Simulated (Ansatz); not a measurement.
Predict the output of the script below (Ansatz 0.2.0 through its Python package).

Script `adiabatic_na2.py`:
```python
"""Vertical and adiabatic ionisation of Na2."""

import itertools
import warnings

import ansatz as az
from ase.data import atomic_numbers, covalent_radii
import numpy as np


def main() -> None:
    warnings.simplefilter("ignore", az.DeckWarning)

    molecule = (
        az.Crystal.molecule()
        .atom("Na", (0.0, 0.0, 0.0))
        .atom("Na", (0.0, 0.0, 3.15))
    )

    base = (
        molecule.calculation()
        .basis(gaussian="6-31G*")
        .functional("b3lyp")
    )
    symbols = [site.symbol for site in molecule.cartesian_sites]
    start = np.array([site.position_ang for site in molecule.cartesian_sites], dtype=float)
    report = base.relax(force_tolerance=0.01).run(threads=1, backend="cpu").report
    end = np.array(report["positions_ang"])

    minimum = az.Crystal.molecule()
    for symbol, place in zip(symbols, end):
        minimum = minimum.atom(symbol, place.tolist())
    ion = (
        minimum.calculation()
        .basis(gaussian="6-31G*")
        .functional("b3lyp")
        .charge(1)
        .spin("collinear", total=1)
    )
    vertical = ion.run(threads=1, backend="cpu").report
    settled = ion.relax(force_tolerance=0.01, max_steps=80).run(threads=1, backend="cpu").report
    print(f"vertical ionisation energy   {vertical['free_energy_ev'] - report['free_energy_ev']:.3f} eV")
    print(f"adiabatic, no zero point     {settled['free_energy_ev'] - report['free_energy_ev']:.3f} eV")
    print(f"relaxation energy of the ion {vertical['free_energy_ev'] - settled['free_energy_ev']:.3f} eV")
    ionised = np.array(settled["positions_ang"])
    # pairs closer than 1.2 times the sum of covalent radii, before or after
    radius = [covalent_radii[atomic_numbers[s]] for s in symbols]
    span = lambda where, i, j: np.linalg.norm(where[i] - where[j])
    bonded = [(i, j) for i, j in itertools.combinations(range(len(symbols)), 2) if min(span(end, i, j), span(ionised, i, j)) < 1.2 * (radius[i] + radius[j])]
    print("pair        before    after (A)")
    for i, j in bonded:
        print(f"{symbols[i]}{i}-{symbols[j]}{j}".ljust(10), f"{span(end, i, j):8.4f} {span(ionised, i, j):8.4f}")


if __name__ == "__main__":
    main()
```

```console
$ python adiabatic_na2.py
vertical ionisation energy   5.250 eV
adiabatic, no zero point     5.141 eV
relaxation energy of the ion 0.109 eV
pair        before    after (A)
Na0-Na1      3.0392   3.5968
```

Caveats:
- The energies are electronic: no zero-point or thermal terms, and the basis set is short of its limit. The product may relax into another structure. The relaxation finds the nearest minimum, so the adiabatic value is an upper bound.
- b3lyp holds the VWN-RPA fit, as in Gaussian; the form of ORCA and Turbomole is b3lyp5.
- The spin state was assumed, and another may lie lower.
- The whole script took 6.7 s on 1 thread of AMD EPYC 9R45 96-Core Processor (Zen 5), on a shared host, peak memory 0.19 GiB.

(Lines on the test bed's own set-up are left out of the output.)
